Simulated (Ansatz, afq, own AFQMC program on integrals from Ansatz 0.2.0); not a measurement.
AFQMC on a folder of integrals that Ansatz 0.2.0 wrote.

```yaml
crystal:
  periodic: [false, false, false]
  atoms:
    - {symbol: B, position_ang: [0.000000, -0.160000, 0.700009]}
    - {symbol: N, position_ang: [0.000000, 0.059989, -0.502838]}
    - {symbol: H, position_ang: [0.000000, 0.585484, 1.458929]}
    - {symbol: H, position_ang: [0.000000, 0.886193, -0.859027]}
    - {symbol: H, position_ang: [0.000000, -0.589168, -1.120461]}
basis:
  gaussian: {orbitals: cc-pVDZ}
magnetization: {spin_polarized: true, initial_magnetization: 1}
correlation: {method: ccsd_t, electrons: outside_noble_gas, hamiltonian_folder: ham}
```

```sh
$ ansatz run in.yaml --threads 1 --pin off --events-out ev --progress --plain --max-ram 1382MiB
```

Options of the walk:

```
--method phaseless --trial hf --walkers 120 --populations 1 --least-time 40 --time-step 0.005 --steps-per-block 20 --equilibration-blocks 112 --max-blocks 600 --target-error 0.0012000 --factor-cut 1e-05 --start spin_pure --seed 7972 --taylor-order 6
```

Times are imaginary, in 1/Eh. The walk had a cap of 1706 s.

afq prints:

```
orbitals 41  electrons 6 5  factors 339 of 395
reference energy -80.79477681 Eh
CCSD correlation -0.25280683 Eh in 10 cycles, weight of the determinant in the CISD state 0.9154
energy of the start -80.794893 Eh
 block  time / (1/Eh)  mean weight  energy / Eh
     1     0.100  1.0019  -80.863853
     2     0.200  1.0005  -80.906084
     3     0.300  1.0027  -80.943200
     4     0.400  1.0003  -80.978934
     5     0.500  1.0018  -80.976681
     8     0.800  1.0016  -81.013010
    18     1.800  0.9995  -81.086817
    69     6.900  0.9993  -81.044996
   120    12.000  0.9965  -81.085349
   171    17.100  0.9998  -81.032937
   205    20.500  0.9992  -81.030459
   222    22.200  0.9997  -81.262511
   273    27.300  1.0000  -81.049337
   324    32.400  0.9993  -81.051215
   375    37.500  1.0007  -81.041120
   426    42.600  1.0012  -81.054034
   477    47.700  0.9989  -81.116118
   528    52.800  0.9992  -81.073453
   579    57.900  0.9997  -81.065300
   630    63.000  1.0002  -81.051792
   681    68.100  1.0003  -81.066442
   698    69.800  1.0009  -81.051348
blocks merged  error / Eh  count
     1  0.000943  600
     2  0.001227  300
     4  0.001571  150
     8  0.001934  75
    16  0.002248  37
    32  0.002407  18
    64  0.002020  9
energy -81.057401 +/- 0.002407 Eh
(rows thinned)
```

The run passed its tests (sampling time, drift between the halves within three errors, error under three times the target), which doesn't prove that it has relaxed.

Against this walk (error 65.5 meV) on the same determinant: CCSD(T) 112.1 meV higher (within the noise), the released energy of a separate walk with a CISD trial 71.3 ± 67.3 meV higher (within the noise), a separate phaseless walk with a CISD trial and standard settings 74.2 ± 66.2 meV higher (within the noise). The error is statistical and leaves out the bias of the constraint.

Cautions: constraint bias not in the error; error above the target (65.5 against 32.7 meV).

The walk took 2.7 min on 1 thread of AMD EPYC 9R45 96-Core Processor (Zen 5) (shared host). The log's last line is the phaseless energy.

A walk keeps the symmetry of its determinant, which the program's search chose and which needn't be the lowest solution, so a lower state of the same spin and another symmetry isn't excluded.
